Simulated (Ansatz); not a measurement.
## Bulk modulus of some bcc solids

Method: PBEsol-D3(BJ) (plane waves, PAW; Ansatz, a program for electronic structure). References are measured values corrected to a static lattice.

Values in GPa.

```csv
solid,reference,PBEsol-D3(BJ),error (%)
bcc Mo,265 (265–278),297,+12.1
bcc Ba,9.34 (9.34–10.6),9.71,+4.0
bcc Nb,173,195,+12.7
bcc V,161,211,+31
bcc Ta,198,221,+11.6
bcc Li,13.8 (13.1–13.9),15.6,+13.0
bcc W,312 (300–328),339,+8.7
bcc K,3.75,4.18,+11.5
bcc Fe,174,235,+35
```

Over these 9 solids the mean error is +15.5 %, the mean absolute error 15.5 % (median 12.1 %), and the worst case bcc Fe at +35 %; the value is above the reference in 9 of 9 cases.

All these references are brought to a static lattice.

Spin–orbit coupling is left out, also for the solids with elements from indium on (bcc Ba, bcc Ta, bcc W); its size isn't shown.

Brackets give the range of the sources taken for a reference, where it is wide; it can hold other temperatures.

Differences are worked out from the printed values.

Each level is taken at its own relaxed cell. Ansatz's density-functional and Hartree–Fock values are scalar-relativistic unless marked +SOC, with PAW data made under PBE.

Ansatz's runs of these crystals have no spin polarisation, but for bcc Fe.

Density-functional runs with spin start from parallel moments for bcc Fe.

Not in this set, of the bcc solids with a reference value in our tables and a result at some level: 2 for sources at odds; 2 for no value at PBEsol-D3(BJ) (not run, a failed fit, an unstable or unbound cell, or a value held back for tests). These can be a level's best or worst cases. Solids without a released value at any level aren't counted. Layered and molecular crystals are counted apart. The metals Ce to Yb are counted apart.

References as tabulated in Levämäki et al. (2014), arXiv:1402.3671; doi:10.1021/acs.jctc.3c00612; Mejia-Rodriguez and Trickey (2018), arXiv:1807.09216.
